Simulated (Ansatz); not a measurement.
Geometry optimisation, RKS PBE0-D4/6-31G* in Ansatz.

Input:

```yaml
crystal:
  periodic: [false, false, false]
  atoms:
    - { symbol: B, position_ang: [0.155419, 0.415703, -0.353503] }
    - { symbol: O, position_ang: [-0.332015, -0.285952, 2.09593] }
    - { symbol: H, position_ang: [-1.258248, -0.039126, 2.221206] }
    - { symbol: H, position_ang: [1.185118, -0.184446, -0.463389] }
    - { symbol: H, position_ang: [-0.826689, -0.061707, -0.845955] }
    - { symbol: Si, position_ang: [0.126259, 2.216003, 0.452289] }
    - { symbol: H, position_ang: [1.06013, 2.321268, 1.623082] }
    - { symbol: H, position_ang: [0.54914, 3.287553, -0.503964] }
    - { symbol: H, position_ang: [-1.217612, 2.611793, 0.977836] }
    - { symbol: H, position_ang: [0.170798, 0.473612, 2.469169] }
basis:
  gaussian: { orbitals: "6-31G*" }
hamiltonian:
  xc: pbe0
  dispersion: d4
relax:
  f_tol: 0.03
  max_steps: 50
output:
  orbitals: {}
```

Command:

```bash
$ ansatz run input.yaml --threads 1 --pin off --max-ram 2048MiB --backend cpu --events-out ev --progress --plain --runs-dir out
```

Question: Where does it end, and by what steps?

Answer: The run converged. After 9 steps the energy has fallen by 0.597 eV; H10 moved furthest, 0.62 Å. Joined: B1–O2 (2.59 → 1.69 Å).

```tsv
step	energy less start (eV)	largest force component (eV/Å)	accepted
0	0.0000	0.699	yes
1	-0.0730	1.415	yes
2	-0.3352	1.162	yes
3	-0.5432	0.435	yes
4	-0.4832	0.769	no
5	-0.5767	0.128	yes
6	-0.5891	0.157	yes
7	-0.5958	0.072	yes
8	-0.5966	0.031	yes
9	-0.5970	0.025	yes
```

```xyz
10
Properties=species:S:1:pos:R:3
B 0.056 0.347 0.139
O -0.323 -0.379 1.618
H -1.184 -0.047 1.920
H 1.127 -0.147 -0.111
H -0.848 -0.035 -0.563
Si 0.103 2.345 0.496
H 1.046 2.700 1.616
H 0.521 3.167 -0.678
H -1.216 2.902 0.957
H 0.330 -0.099 2.280
```

Whether the end is a true minimum wasn't checked by a vibrational analysis.

The run took 27 s on 1 thread of Arm Neoverse V1, on a shared host, peak memory 0.14 GiB.
